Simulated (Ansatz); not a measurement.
Species, as SMILES: [CH2]Cl (CH2-Cl), doublet.
Atoms: C1, Cl2, H3, H4. Bonds: C1-Cl2, C1-H3, C1-H4.

Basis-set convergence of the optimised C1-Cl2 bond length at HF with Ansatz (an electronic-structure program). Cartesian d functions, on some or all atoms, in 6-31G*; all else is spherical. The program fits the integrals of some runs and decomposes those of others, by size. Open shells are unrestricted. No added dispersion term, no relativity. Reference: the value in def2-QZVPPD, 1.7038 Å. Deviations are taken from unrounded values.

```json
[
 {"basis": "pcseg-0", "functions": "26", "optimised C1-Cl2 bond length (Å)": "1.8530", "minus reference (Å)": "0.1493"},
 {"basis": "6-31G*", "functions": "38", "optimised C1-Cl2 bond length (Å)": "1.7132", "minus reference (Å)": "0.0094"},
 {"basis": "def2-SVP", "functions": "42", "optimised C1-Cl2 bond length (Å)": "1.7134", "minus reference (Å)": "0.0096"},
 {"basis": "pcseg-1", "functions": "42", "optimised C1-Cl2 bond length (Å)": "1.7150", "minus reference (Å)": "0.0112"},
 {"basis": "cc-pV(D+d)Z", "functions": "47", "optimised C1-Cl2 bond length (Å)": "1.7100", "minus reference (Å)": "0.0062"},
 {"basis": "def2-TZVPP", "functions": "101", "optimised C1-Cl2 bond length (Å)": "1.7050", "minus reference (Å)": "0.0012"},
 {"basis": "def2-TZVPPD", "functions": "122", "optimised C1-Cl2 bond length (Å)": "1.7050", "minus reference (Å)": "0.0012"},
 {"basis": "def2-QZVPP", "functions": "187", "optimised C1-Cl2 bond length (Å)": "1.7038", "minus reference (Å)": "0.0000"},
 {"basis": "def2-QZVPPD", "functions": "208", "optimised C1-Cl2 bond length (Å)": "1.7038", "minus reference (Å)": "0.0000"}
]
```

The smallest set listed that lies within 0.003 Å of the reference with all its larger relatives (same family, alike in diffuse functions; a set with none counts only in the reference's own line) is def2-TZVPP (101 functions, 0.0012 Å off). (Relatives not listed, tested too: def2-QZVP 0.0000 Å.)
